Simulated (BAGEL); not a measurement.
# CH6BSi (SMILES C[B][SiH3]): ROHF/6-31G(d) (density fitting with qzvpp-jkfit, spherical functions)

Aim: the vertical doublet–quartet gap of CH6BSi at ROHF/6-31G* (density fitting with qzvpp-jkfit, spherical functions), from 2 runs. 

Program for the calculation: BAGEL 1.2.2.

### Step 1. The molecule

CH6BSi: 9 atoms, total charge 0, spin state doublet. SMILES: `C[B][SiH3]`. The shape is that of a PBE0-D4/def2-TZVP optimisation.

Bond lengths: C1–B2 1.531 Å, B2–Si3 1.979 Å, C1–H4 1.096 Å, C1–H5 1.093 Å, C1–H6 1.104 Å, Si3–H7 1.490 Å, Si3–H8 1.497 Å, Si3–H9 1.491 Å. Some angles: C1–B2–Si3 143.4°, B2–C1–H4 114.7°, B2–C1–H5 115.4°, B2–C1–H6 103.7°, B2–Si3–H7 107.8°, B2–Si3–H8 118.1°, B2–Si3–H9 107.4°, H4–C1–H5 109.7°, H4–C1–H6 105.9°, H5–C1–H6 106.4°.

### Step 2. The energy at ROHF/6-31G(d) (density fitting with qzvpp-jkfit, spherical functions)

Contents of calc.json:

```json
{ "bagel" : [

{
  "title" : "molecule",
  "basis" : "6-31gs.json",
  "df_basis" : "qzvpp-jkfit",
  "angstrom" : "true",
  "geometry" : [
    { "atom" : "C", "xyz" : [      -0.713700,       1.080700,      -1.086300 ] },
    { "atom" : "B", "xyz" : [       0.356600,       0.485400,      -0.168100 ] },
    { "atom" : "Si", "xyz" : [       0.763500,      -1.054100,       1.006500 ] },
    { "atom" : "H", "xyz" : [      -1.311200,       0.342200,      -1.632900 ] },
    { "atom" : "H", "xyz" : [      -0.363800,       1.854200,      -1.774600 ] },
    { "atom" : "H", "xyz" : [      -1.410300,       1.576900,      -0.388300 ] },
    { "atom" : "H", "xyz" : [       2.079200,      -1.612300,       0.585100 ] },
    { "atom" : "H", "xyz" : [      -0.212500,      -2.188100,       1.046100 ] },
    { "atom" : "H", "xyz" : [       0.900700,      -0.531100,       2.395500 ] }
  ]
},

{
  "title" : "rohf",
  "nopen" : 1
},

{
  "title" : "print",
  "file" : "orbitals.molden",
  "orbitals" : "true"
}

]}
```

The basis set 6-31G* is read from a file made from the Basis Set Exchange's data (not shown).

The run is started by

```
$ BAGEL_NUM_THREADS=1 BAGEL calc.json > calc.out
```

The program printed:

```text
* using 1 threads per process

  ===============================================================
  ===============================================================

  *** Geometry ***

  { "atom" : "C", "xyz" : [     -1.348698,      2.042227,     -2.052809 ] },
  { "atom" : "B", "xyz" : [      0.673876,      0.917273,     -0.317663 ] },
  { "atom" : "Si", "xyz" : [      1.442806,     -1.991960,      1.902009 ] },
  { "atom" : "H", "xyz" : [     -2.477809,      0.646664,     -3.085734 ] },
  { "atom" : "H", "xyz" : [     -0.687482,      3.503930,     -3.353508 ] },
  { "atom" : "H", "xyz" : [     -2.665081,      2.979909,     -0.733781 ] },
  { "atom" : "H", "xyz" : [      3.929119,     -3.046805,      1.105679 ] },
  { "atom" : "H", "xyz" : [     -0.401567,     -4.134910,      1.976842 ] },
  { "atom" : "H", "xyz" : [      1.702076,     -1.003634,      4.526839 ] },

  Number of auxiliary basis functions:      386

  Since a DF basis is specified, we compute 2- and 3-index integrals:
    o Being stored without compression. Storage requirement is 0.010 GB

  Number of basis functions:       58
  Number of electrons      :       31

    * METHOD: MOLECULE                             0.11

  *** Open-shell HF ***

  === Nuclear Repulsion ===
    83.1511942010

      * DIIS with orbital gradients will be used.

  === ROHF iteration (6-31gs.json) ===
      0       -354.77972061          0.03125818           0.04
      1       -354.86001298          0.01137172           0.04
      2       -354.87222485          0.00480391           0.04
      3       -354.87461178          0.00168355           0.04
      4       -354.87526128          0.00047013           0.04
      5       -354.87541809          0.00017522           0.04
      6       -354.87545519          0.00005425           0.04
      7       -354.87547271          0.00002692           0.04
      8       -354.87547522          0.00001556           0.04
      9       -354.87547697          0.00001241           0.04
     10       -354.87547764          0.00000899           0.04
     11       -354.87547806          0.00000388           0.04
     12       -354.87547811          0.00000101           0.04
     13       -354.87547798          0.00000035           0.04
     14       -354.87547798          0.00000011           0.04
     15       -354.87547799          0.00000005           0.04
     16       -354.87547799          0.00000002           0.04
     17       -354.87547799          0.00000001           0.04
    * SCF iteration converged.

    * S^2 (ROHF) is 0.7500

    * Permanent dipole moment:
           (    0.355121,    -0.239607,     0.305084) a.u.

    * METHOD: ROHF                                 0.76

    * METHOD: PRINT                                0.01

  ===============================================================
```

It took 1.1 s on 1 thread of AMD EPYC 9B14 (Zen 4), shared host.

### Step 3. The quartet

Contents of input.json:

```json
{ "bagel": [

{
  "title": "molecule",
  "basis": "6-31gs.json",
  "df_basis": "qzvpp-jkfit",
  "angstrom": true,
  "geometry": [
    { "atom": "C", "xyz": [      -0.713700,       1.080700,      -1.086300 ] },
    { "atom": "B", "xyz": [       0.356600,       0.485400,      -0.168100 ] },
    { "atom": "Si", "xyz": [       0.763500,      -1.054100,       1.006500 ] },
    { "atom": "H", "xyz": [      -1.311200,       0.342200,      -1.632900 ] },
    { "atom": "H", "xyz": [      -0.363800,       1.854200,      -1.774600 ] },
    { "atom": "H", "xyz": [      -1.410300,       1.576900,      -0.388300 ] },
    { "atom": "H", "xyz": [       2.079200,      -1.612300,       0.585100 ] },
    { "atom": "H", "xyz": [      -0.212500,      -2.188100,       1.046100 ] },
    { "atom": "H", "xyz": [       0.900700,      -0.531100,       2.395500 ] }
  ]
},

{
  "title": "rohf",
  "nopen": 3
},

{
  "title": "print",
  "file": "orbitals.molden",
  "orbitals": true
}

]}
```

The basis set 6-31G* is read from a file made from the Basis Set Exchange's data (not shown).

The run is started by

```
$ BAGEL_NUM_THREADS=1 BAGEL input.json > input.out
```

The program printed:

```text
* using 1 threads per process

  ===============================================================
  ===============================================================

  *** Geometry ***

  { "atom" : "C", "xyz" : [     -1.348698,      2.042227,     -2.052809 ] },
  { "atom" : "B", "xyz" : [      0.673876,      0.917273,     -0.317663 ] },
  { "atom" : "Si", "xyz" : [      1.442806,     -1.991960,      1.902009 ] },
  { "atom" : "H", "xyz" : [     -2.477809,      0.646664,     -3.085734 ] },
  { "atom" : "H", "xyz" : [     -0.687482,      3.503930,     -3.353508 ] },
  { "atom" : "H", "xyz" : [     -2.665081,      2.979909,     -0.733781 ] },
  { "atom" : "H", "xyz" : [      3.929119,     -3.046805,      1.105679 ] },
  { "atom" : "H", "xyz" : [     -0.401567,     -4.134910,      1.976842 ] },
  { "atom" : "H", "xyz" : [      1.702076,     -1.003634,      4.526839 ] },

  Number of auxiliary basis functions:      386

  Since a DF basis is specified, we compute 2- and 3-index integrals:
    o Being stored without compression. Storage requirement is 0.010 GB

  Number of basis functions:       58
  Number of electrons      :       31

    * METHOD: MOLECULE                             0.11

  *** Open-shell HF ***

  === Nuclear Repulsion ===
    83.1511942010

      * DIIS with orbital gradients will be used.

  === ROHF iteration (6-31gs.json) ===
      0       -354.59748231          0.03077599           0.05
      1       -354.68741970          0.01265305           0.04
      2       -354.71001461          0.00769181           0.04
      3       -354.71709320          0.00393888           0.04
      4       -354.72259495          0.00190462           0.04
      5       -354.72434808          0.00096830           0.04
      6       -354.72481824          0.00032528           0.04
      7       -354.72491809          0.00014033           0.04
      8       -354.72492225          0.00004749           0.04
      9       -354.72492928          0.00001743           0.04
     10       -354.72492917          0.00000632           0.04
     11       -354.72492973          0.00000194           0.04
     12       -354.72492975          0.00000095           0.04
     13       -354.72492977          0.00000029           0.04
     14       -354.72492977          0.00000009           0.04
     15       -354.72492978          0.00000003           0.04
     16       -354.72492978          0.00000001           0.04
    * SCF iteration converged.

    * S^2 (ROHF) is 3.7500

    * Permanent dipole moment:
           (    0.095225,     0.526529,    -0.316024) a.u.

    * METHOD: ROHF                                 0.74

    * METHOD: PRINT                                0.01

  ===============================================================
```

It took 1.1 s on 1 thread of AMD EPYC 9B14 (Zen 4), shared host.

### Step 4. Summary of results

Level: ROHF/6-31G* (density fitting with qzvpp-jkfit, spherical functions).

```
                                        quantity          value
                           doublet: total energy  -354.87548 Eh
                          doublet: dipole moment         1.34 D
                                   doublet: ⟨S²⟩          0.750
                           quartet: total energy  -354.72493 Eh
                          quartet: dipole moment         1.58 D
                                   quartet: ⟨S²⟩          3.750
vertical energy of the quartet above the doublet       4.097 eV
```

At this shape the quartet lies 4.10 eV (395 kJ/mol) above the doublet.
